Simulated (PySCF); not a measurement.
Gas-phase reaction: BF + Cl → BClF

Energies from PySCF, thermal terms from the rigid-rotor harmonic-oscillator model, ideal gas at 1 bar. The comparison is the NASA 1993 polynomial table, which mixes measured and estimated data. After a fit of one offset per element over all species, the range-separated, M06-2X, PBE0/def2-QZVP and CCSD(T)/def2-TZVPP enthalpies, where run, lie to one side of the table for BClF (+50 kJ/mol): a fault of the table's entry, another state or a shared error of the levels is possible; this was not checked at source. † marks an energy on the PBE0/def2-TZVP geometry and frequencies. MP2 freezes the core. Open shells (unrestricted): Cl (multiplicity 2), BClF (multiplicity 2); the rest are closed-shell singlets. Spin-orbit splitting is ignored; it lowers the true energy and changes the entropy of Cl. MP2 isn't extrapolated to the basis-set limit. The table's entry may be an old estimate for BF, BClF (not checked at source).

ωB97X-V/def2-TZVP† gives ΔH°(298 K) = -285.6 kJ.

Q: What does MP2/def2-SVP† give, and where does the table lie?

A: MP2/def2-SVP†: -293.1 kJ. Table: -319.2 kJ.
